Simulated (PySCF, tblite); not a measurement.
# C₄H₄FN+ (doublet): geometry, infrared bands and EPR parameters

What infrared bands and EPR parameters should C₄H₄FN+ (doublet) (`F[CH+][CH][C@@H]1C=N1`) show?

Computed with tblite 0.8.0 and PySCF 2.14.0, with density-fitted response routines of our own, on a single molecule in the gas phase. Atoms count from 0, in the outputs and in this text.

## 1. The molecule as given

10 atoms, charge 1, multiplicity 2; geometry from: force field or distance geometry start.

Bonds of the start (Å): F0–C1 1.35, C1–C2 1.40, C2–C3 1.46, C3–C4 1.43, C4–N5 1.26, N5–C3 1.53, C1–H6 1.08, C2–H7 1.08, C3–H8 1.07, C4–H9 1.09.

## 2. Geometry optimisation with GFN2-xTB

What the job is given:

```
{"job": {"kind": "relax", "xc": "GFN2-xTB", "basis": "xTB"}, "charge": 1, "multiplicity": 2}
F      1.451700    -0.252000     1.568900
C      1.546600    -0.519900     0.248900
C      0.557700    -0.100400    -0.650400
C     -0.572800     0.699200    -0.201400
C     -1.713900     0.000100     0.290500
N     -1.916700     0.407900    -0.880800
H      2.433500    -1.099100     0.025500
H      0.647300    -0.340600    -1.700400
H     -0.406000     1.723600     0.077100
H     -2.018400    -0.514100     1.199600
```

The run is started by

```
OMP_NUM_THREADS=1 python probes_run.py task.json out
```

One launch serves the whole session: the jobs run in the order shown.

Log:

```text
step      E/eV     max force
  0    -478.75917    3.070
  1    -479.04632    1.926
  2    -479.08829    2.284
  3    -479.13408    0.703
  4    -479.15269    0.410
  5    -479.17003    0.457
  6    -479.18452    0.519
  7    -479.19932    0.416
  8    -479.21017    0.279
  9    -479.21707    0.251
 10    -479.22387    0.244
 11    -479.23621    0.349
 12    -479.25738    0.540
 13    -479.28746    0.766
 14    -479.31898    0.852
 15    -479.35866    0.940
 16    -479.40749    0.878
 17    -479.44836    0.703
 18    -479.47644    0.427
 19    -479.48144    0.774
 20    -479.50705    0.412
 21    -479.51791    0.307
 22    -479.53995    0.353
 23    -479.55388    0.695
 24    -479.56825    0.568
 25    -479.58300    0.323
 26    -479.59016    0.261
 27    -479.59524    0.239
 28    -479.59878    0.223
 29    -479.60066    0.149
 30    -479.60199    0.154
 31    -479.60295    0.145
 32    -479.60468    0.105
 33    -479.60930    0.189
 34    -479.61237    0.161
 35    -479.61480    0.155
 36    -479.61613    0.163
 37    -479.61709    0.140
 38    -479.61785    0.086
 39    -479.61832    0.044
 40    -479.61855    0.036
 41    -479.61868    0.048
 42    -479.61883    0.051
 43    -479.61901    0.045
 44    -479.61919    0.033
 45    -479.61934    0.035
 46    -479.61949    0.040
 47    -479.61963    0.041
 48    -479.61978    0.031
 49    -479.61989    0.024
 50    -479.61995    0.018
 51    -479.61999    0.019
 52    -479.62002    0.018
 53    -479.62005    0.018
 54    -479.62007    0.013
 55    -479.62008    0.007
```

It took 0.17 s on 1 thread of Arm Neoverse V2, shared host.

Along the way: (not every step is listed)

```tsv
step	energy from step 0 (eV)	largest force (eV/Å)
0	0.0000	3.0697
1	-0.2871	1.9256
2	-0.3291	2.2841
3	-0.3749	0.7032
4	-0.3935	0.4097
5	-0.4109	0.4571
6	-0.4254	0.5193
7	-0.4402	0.4158
8	-0.4510	0.2792
12	-0.4982	0.5399
16	-0.6483	0.8783
20	-0.7479	0.4116
24	-0.8091	0.5677
28	-0.8396	0.2234
32	-0.8455	0.1050
36	-0.8570	0.1630
40	-0.8594	0.0361
44	-0.8600	0.0330
48	-0.8606	0.0313
50	-0.8608	0.0177
51	-0.8608	0.0192
52	-0.8609	0.0178
53	-0.8609	0.0176
54	-0.8609	0.0131
55	-0.8609	0.0068
```

Distances of close pairs at the start and the end, largest changes first:

```tsv
bond	before (Å)	after (Å)	change (Å)
C3–C4	1.426	1.570	+0.144
F0–C1	1.350	1.298	-0.052
C3–N5	1.534	1.483	-0.051
C4–N5	1.257	1.217	-0.040
C1–C2	1.401	1.369	-0.032
C2–C3	1.456	1.426	-0.029
C4–H9	1.088	1.068	-0.020
C3–H8	1.075	1.087	+0.012
```

The end geometry stands in the next job.

## 3. Harmonic vibrations with GFN2-xTB

What the job is given:

```
{"job": {"kind": "ir", "xc": "GFN2-xTB", "basis": "xTB"}, "charge": 1, "multiplicity": 2}
F      2.101703     0.457679     1.098577
C      1.769929    -0.317513     0.111117
C      0.501416    -0.315626    -0.402758
C     -0.532167     0.539115     0.082350
C     -2.020533     0.044603     0.016695
N     -1.675412     0.878960    -0.798950
H      2.579088    -0.944281    -0.250782
H      0.290930    -0.984342    -1.227812
H     -0.287578     1.257809     0.860196
H     -2.718493    -0.611750     0.488840
```

Log:

```text
mode    cm-1     km/mol
  1     106.1      9.26
  2     177.8      3.59
  3     222.6     16.91
  4     360.4      5.58
  5     390.3      7.14
  6     623.2     97.22
  7     657.6     52.92
  8     770.3     27.69
  9     774.4     11.08
 10     809.0     22.35
 11     850.8      2.17
 12     960.8     26.74
 13     997.0     11.68
 14    1091.2     17.85
 15    1159.5     33.92
 16    1212.4     40.93
 17    1249.4      2.93
 18    1348.5     61.01
 19    1526.1    259.41
 20    1889.5     72.20
 21    3023.2      5.44
 22    3038.8     52.56
 23    3073.1     18.82
 24    3181.6    146.36
```

It took 0.14 s on 1 thread of Arm Neoverse V2, shared host.

Which atoms move in the most intense modes:

```tsv
cm⁻¹	km/mol	atoms
623	97.2	C4 34 %, N5 21 %, C3 17 %, H9 13 %
658	52.9	C1 38 %, C2 21 %, N5 19 %, F0 11 %
1212	40.9	H6 36 %, H7 23 %, F0 13 %, C1 12 %
1348	61.0	C1 25 %, C2 18 %, C3 16 %, H7 14 %
1526	259.4	C1 46 %, C2 45 %
1890	72.2	N5 46 %, C4 44 %
3039	52.6	H6 89 %
3182	146.4	H9 88 %, C4 11 %
```

## 4. g tensor and hyperfine couplings: B3LYP/pcH-1

Settings changed since step 3:

```diff
@@ -1,2 +1,2 @@
-{"job": {"kind": "ir", "xc": "GFN2-xTB", "basis": "xTB"}, "charge": 1, "multiplicity": 2}
+{"job": {"kind": "epr", "basis": "pcH-1"}, "charge": 1, "multiplicity": 2}
 F      2.101703     0.457679     1.098577
```

With the program's defaults for keys left out, this is: UKS B3LYP, pcH-1 on C F H N, non-relativistic, mean-field spin-orbit, GIAO.

Log:

```text
UKS, coarse grid
  cycle   1  E = -308.95749895  |g| = 3.66e-01
  cycle   2  E = -308.86620087  |g| = 6.38e-01
  cycle   3  E = -309.00735853  |g| = 1.00e-01
  cycle   4  E = -309.00971466  |g| = 6.16e-02
  cycle   5  E = -309.01137161  |g| = 1.63e-02
  cycle   6  E = -309.01147710  |g| = 5.81e-03
  cycle   7  E = -309.01149352  |g| = 1.67e-03
  cycle   8  E = -309.01149639  |g| = 9.90e-04
UKS, final grid
  cycle   1  E = -309.01151677  |g| = 1.48e-03
  cycle   2  E = -309.01151458  |g| = 2.75e-03
  cycle   3  E = -309.01151792  |g| = 3.09e-04
  cycle   4  E = -309.01151796  |g| = 1.42e-04
  cycle   5  E = -309.01151798  |g| = 9.81e-05
  cycle   6  E = -309.01151799  |g| = 2.88e-05
E = -309.01151799 Eh   <S^2> = 0.7582 (exact 0.7500)
g shifts (ppm)      1          2          3
  rmc          -202       -202       -202
  gc              5         19         29
  oz_so        -931       2137       2713
  total       -1127       1954       2541
hyperfine (MHz)  atom isotope    a_iso     a_fc   dipolar eigenvalues
    0   19F      81.05      81.05   -176.57   -165.44    342.01
    1   13C      27.66      27.66    -33.84    -32.10     65.94
    2   13C      -7.55      -7.55    -11.84     -8.01     19.85
    3   13C       4.48       4.48    -20.32    -18.24     38.56
    4   13C     -12.67     -12.67    -19.82    -14.30     34.12
    5   14N      15.89      15.89    -13.25    -10.65     23.90
    6    1H     -29.31     -29.31    -14.95     -3.28     18.23
    7    1H      -8.94      -8.94     -4.58     -3.74      8.32
    8    1H     -11.57     -11.57     -6.63     -4.04     10.66
    9    1H      39.63      39.63     -8.99     -2.05     11.04
```

Wall time 24 s (1 thread of Arm Neoverse V2, shared host); peak memory 0.66 GiB.

Principal g values 2.00119, 2.00427, 2.00486; g(iso) = 2.00344, against 2.00232 for a free electron.

Hyperfine couplings, nucleus by nucleus at this fixed geometry (no averaging over rotations):

```tsv
nuclei	isotope	a(iso) (MHz)	a(iso) (G, at g = 2.0023)	largest dipolar term (MHz)
F0	19F	81.1	28.9	342.0
H9	1H	39.6	14.1	11.0
H6	1H	-29.3	-10.5	18.2
C1	13C	27.7	9.9	65.9
N5	14N	15.9	5.7	23.9
C4	13C	-12.7	-4.5	34.1
H8	1H	-11.6	-4.1	10.7
H7	1H	-8.9	-3.2	8.3
C2	13C	-7.5	-2.7	19.8
C3	13C	4.5	1.6	38.6
```

Mulliken spin populations:

```tsv
atom	value (e)
F0	0.07
C1	0.36
C2	0.10
C3	0.16
C4	0.14
N5	0.20
H6	-0.02
H7	-0.01
H8	-0.01
H9	0.01
```

In first order the couplings over 0.8 MHz of 19F, 1H, 14N give 96 distinct lines over 72.2 G.

Orbitals, density, ELF and potential are computed afterwards from the orbital file.

ELF in a plane through or near 6 of the atoms.

Values, 10 rows by 14 columns:
```
0.00 0.00 0.00 0.00 0.00 0.00 0.00 0.00 0.00 0.00 0.00 0.00 0.00 0.00
0.00 0.00 0.00 0.00 0.00 0.00 0.00 0.00 0.00 0.00 0.00 0.00 0.00 0.00
0.00 0.00 0.00 0.09 0.25 0.19 0.00 0.93 0.65 0.00 0.00 0.00 0.00 0.00
0.00 0.00 0.08 0.72 0.66 0.77 0.03 0.99 0.88 0.04 0.18 0.04 0.00 0.00
0.00 0.00 0.00 0.13 0.71 0.33 0.16 0.54 0.58 0.58 0.65 0.18 0.01 0.00
0.00 0.00 0.47 0.90 0.51 0.84 0.28 0.91 0.67 0.24 0.44 0.27 0.01 0.00
0.00 0.00 0.92 1.00 0.94 0.31 0.83 0.68 0.06 0.62 0.50 0.10 0.00 0.00
0.00 0.00 0.02 0.47 0.04 0.28 0.99 0.96 0.01 0.10 0.07 0.00 0.00 0.00
0.00 0.00 0.00 0.00 0.00 0.01 0.29 0.16 0.00 0.00 0.00 0.00 0.00 0.00
0.00 0.00 0.00 0.00 0.00 0.00 0.00 0.00 0.00 0.00 0.00 0.00 0.00 0.00
```
The map spans 10.5 Å across and 8.3 Å up, centred on the molecule. Atoms in the plane (x, y in Å): F0 (-2.1, 1.2), C1 (-1.8, 0.0), C2 (-0.5, -0.5), C4 (2.0, -0.1), H6 (-2.7, -0.7), H8 (0.4, 1.5).

On the surface of density 0.002 e/bohr³ the electrostatic potential runs, from the 1st to the 99th percentile, from 3.27 V near N5 to 6.57 V near H9.

The spin density lies nearest to C1 27 %; N5 19 %; C3, C4 about 13 % each; C2 11 %.

## 5. Outcome

| quantity | value |
| --- | --- |
| strongest single infrared mode (GFN2-xTB) | 1526 cm⁻¹, 259 km/mol |
| zero-point energy (GFN2-xTB) | 42.2 kcal/mol |
| g(iso) (B3LYP) | 2.00344 |
| ⟨S²⟩ | 0.758 (exact 0.75) |
| largest a(iso) | 19F on F0, 81.1 MHz |

Over 55 steps the energy fell by 0.861 eV; of the close pairs, C3–C4 changed most, 1.426 to 1.570 Å. All 24 modes are real, so the xTB geometry is a minimum. The strongest single mode, at 1526 cm⁻¹, moves mainly C1 and C2. GFN2-xTB is a fitted tight-binding method: band positions and strengths are rough. Its intensities can rank the bands wrongly. The largest share of the spin, 0.36 e, sits on C1. The isotropic g lies 1.1 ppt above the free-electron value. These values are for one conformer; the search (at its own cheap level) found 2 more, at 0.64, 1.04 kcal/mol, and measured spectra average over such forms.
